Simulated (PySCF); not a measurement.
**BH at RHF**

Computed with RHF; basis B def2-SVPD, H def2-SVPD; no relativity; PySCF 2.14.

For BH, the state is ¹Σ⁺ (singlet), closed shell, the bond length is 1.227 Å and the harmonic wavenumber is 2530 cm⁻¹. The force constant is 3.48 mdyn/Å. The rotational constant Be is 12.12 cm⁻¹. The anharmonicity ωexe is 43.6 cm⁻¹, the vibration–rotation constant αe is 0.365 cm⁻¹ and the well depth De to B + H is 2.69 eV. The dissociation energy D0 is 2.53 eV, the HOMO–LUMO gap is 10.88 eV and the bond order (Mayer) is 0.94. The dipole moment (positive dipole means B(−)H(+)) is 1.83 D.

Where the molecule has an RHF reference, its open-shell atoms are computed with UHF. Hartree–Fock leaves out correlation, which carries a large part of most bond energies and some tenths to 1 eV of ionisation energies.
